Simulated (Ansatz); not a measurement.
# C₈H₁₈: up Jacob's ladder to CCSD(T)

How much do the methods differ for C₈H₁₈? The plan is to run it at one geometry with functionals of several rungs and with coupled cluster. The yardstick is the atomisation energy at the CCSD(T) limit.

Method: functionals in def2-TZVPP, the program's frozen cores in correlated methods; program: Ansatz 0.2.0, Gaussian basis.

The runs, in order: PBE-D4, r2SCAN-D4, PBE0-D4, B3LYP-D4, ωB97X-V, ωB97M-V, B2PLYP; CCSD(T)/def2-TZVPP; MP2/def2-QZVPP; extrapolation to the limit.

## Step 1: Structure used throughout

All runs share one geometry, relaxed beforehand with PBE0-D4 in a triple-zeta def2 set.

SMILES `CCCCC(C)(C)C`, 26 atoms, charge 0, spin multiplicity 1.

Atoms are counted from 1 here; the program's logs count them from 0.

Bond lengths: C1–C2 1.518 Å, C1–H9 1.094 Å, C1–H10 1.092 Å, C1–H11 1.094 Å, C2–C3 1.522 Å, C2–H12 1.094 Å, C2–H13 1.096 Å, C3–C4 1.530 Å, C3–H14 1.095 Å, C3–H15 1.096 Å, C4–C5 1.538 Å, C4–H16 1.097 Å, C4–H17 1.096 Å, C5–C6 1.526 Å, C5–C7 1.526 Å, C5–C8 1.527 Å, C6–H18 1.094 Å, C6–H19 1.094 Å and more. Angles: C2–C1–H9 111.1°, C2–C1–H10 111.7°, C2–C1–H11 111.1°, H9–C1–H10 107.7°, H9–C1–H11 107.4°, H10–C1–H11 107.7°, C1–C2–C3 112.8°, C1–C2–H12 109.6°, C1–C2–H13 109.7°, C3–C2–H12 109.9°, C3–C2–H13 108.8°, H12–C2–H13 105.9°, C2–C3–C4 114.3°, C2–C3–H14 108.0°, C2–C3–H15 109.1°, C4–C3–H14 109.4°, C4–C3–H15 110.3°, H14–C3–H15 105.2° and more.

## Step 2: PBE-D4 (GGA)

The input, in.yaml:

```yaml
crystal:
  periodic: [false, false, false]
  atoms:
    - {symbol: C, position_ang: [-0.236730, -2.053818, -2.764164]}
    - {symbol: C, position_ang: [-0.788664, -1.099346, -1.720544]}
    - {symbol: C, position_ang: [-0.172606, -1.310528, -0.344427]}
    - {symbol: C, position_ang: [-0.681102, -0.345152, 0.728709]}
    - {symbol: C, position_ang: [0.193765, 0.881896, 1.035382]}
    - {symbol: C, position_ang: [-0.567468, 1.770155, 2.015948]}
    - {symbol: C, position_ang: [0.497931, 1.684092, -0.226365]}
    - {symbol: C, position_ang: [1.504975, 0.446396, 1.685329]}
    - {symbol: H, position_ang: [0.841602, -1.919211, -2.889388]}
    - {symbol: H, position_ang: [-0.705156, -1.901085, -3.739189]}
    - {symbol: H, position_ang: [-0.404603, -3.095085, -2.474003]}
    - {symbol: H, position_ang: [-0.628547, -0.066809, -2.045526]}
    - {symbol: H, position_ang: [-1.874967, -1.224761, -1.643354]}
    - {symbol: H, position_ang: [-0.379058, -2.340812, -0.034914]}
    - {symbol: H, position_ang: [0.918553, -1.247730, -0.426176]}
    - {symbol: H, position_ang: [-1.679619, 0.006722, 0.440771]}
    - {symbol: H, position_ang: [-0.818216, -0.884187, 1.672551]}
    - {symbol: H, position_ang: [-1.504785, 2.124750, 1.577863]}
    - {symbol: H, position_ang: [-0.810772, 1.224719, 2.932362]}
    - {symbol: H, position_ang: [0.025467, 2.645873, 2.294733]}
    - {symbol: H, position_ang: [1.083638, 2.574367, 0.019671]}
    - {symbol: H, position_ang: [1.075727, 1.100042, -0.946916]}
    - {symbol: H, position_ang: [-0.421701, 2.014771, -0.717148]}
    - {symbol: H, position_ang: [1.317792, -0.107300, 2.609864]}
    - {symbol: H, position_ang: [2.094768, -0.193897, 1.024957]}
    - {symbol: H, position_ang: [2.119778, 1.315947, 1.933965]}
basis:
  gaussian: {orbitals: def2-TZVPP}
hamiltonian: {xc: pbe, dispersion: d4}
output: {forces: true, orbitals: {seedname: orbitals}}
```

The runs that follow: r2SCAN-D4 (meta-GGA); PBE0-D4 (hybrid); B3LYP-D4 (hybrid); ωB97X-V (range-separated); ωB97M-V (range-separated); B2PLYP (double hybrid); CCSD(T) in def2-TZVPP; MP2 in def2-QZVPP.

Q: Predict the results of all the runs planned. Wanted: atomisation energy, CCSD(T)/CBS; farthest; mean size of error, hybrid; mean size of error, range-separated; gap, smallest and largest; T1 diagnostic; triples share of the correlation energy.

The runs gave:

| quantity | value |
| --- | --- |
| atomisation energy, CCSD(T)/CBS | 10375.0 kJ/mol |
| functionals within 51.9 kJ/mol (0.5 %) | r2SCAN-D4, B3LYP-D4, ωB97X-V, ωB97M-V |
| farthest | PBE-D4 (+162.8 kJ/mol) |
| mean size of error, hybrid | 37.1 kJ/mol |
| mean size of error, range-separated | 18.2 kJ/mol |
| gap, smallest and largest | 7.42 eV (PBE-D4), 13.75 eV (ωB97X-V) |
| T1 diagnostic | 0.0086 |
| triples share of the correlation energy | 3.8 % |

What this shows: PBE-D4 is off by +162.8 kJ/mol. Double hybrids carry the basis error of their MP2 part in triple zeta, and no dispersion term here, so their miss is partly the set-up's. Misses under about 51.9 kJ/mol are within the doubt on the reference itself, which lacks core-valence correlation, relativity and higher excitations. Hartree-Fock recovers 76 % of the binding; the rest is correlation. The gap grows from 7.4 to 13.7 eV across the functionals, mostly with the share of exact exchange.
